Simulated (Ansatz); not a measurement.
C4H7Cl: structure from calculated spectroscopic constants

These gas-phase data were calculated for one isomer of C4H7Cl at r2SCAN-D4/def2-SVP (harmonic, unscaled wavenumbers; equilibrium rotational constants with average atomic masses):

| Property | Result |
| --- | --- |
| rotational constants | 5.677, 3.439, 2.63 GHz |
| all wavenumbers above 1500 cm⁻¹ | 3237, 3228, 3138, 3137, 3127, 3124, 3034 |

Candidates:

(1) `C[C@@H]1C[C@@H]1Cl`, a singlet
(2) `CC1(Cl)CC1`, a singlet
(3) `C[C@@H]1C[C@H]1Cl`, a singlet

Task: Which structure fits? Where the bands don't settle it, estimate the moments of inertia from typical bond lengths.

Result: Candidate (2). The rotational constants decide: (1) would give 6.467, 2.999, 2.355 GHz; (3) would give 9.78, 2.203, 1.975 GHz.

The same quantities for all candidates:

|  | rotational constants (GHz) | wavenumbers above 1500 cm⁻¹ | E above the lowest, r2SCAN-D4/def2-SVP (kcal/mol) |
| --- | --- | --- | --- |
| (1) | 6.467, 2.999, 2.355 | 3225, 3183, 3151, 3126, 3125, 3122, 3037 | 1.7 |
| (2) | 5.677, 3.439, 2.63 | 3237, 3228, 3138, 3137, 3127, 3124, 3034 | 0.0 |
| (3) | 9.78, 2.203, 1.975 | 3229, 3173, 3151, 3124, 3122, 3120, 3027 | 1.9 |

Harmonic stretches to hydrogen usually lie a few per cent above observed fundamentals. Programs: Ansatz 0.2.0.
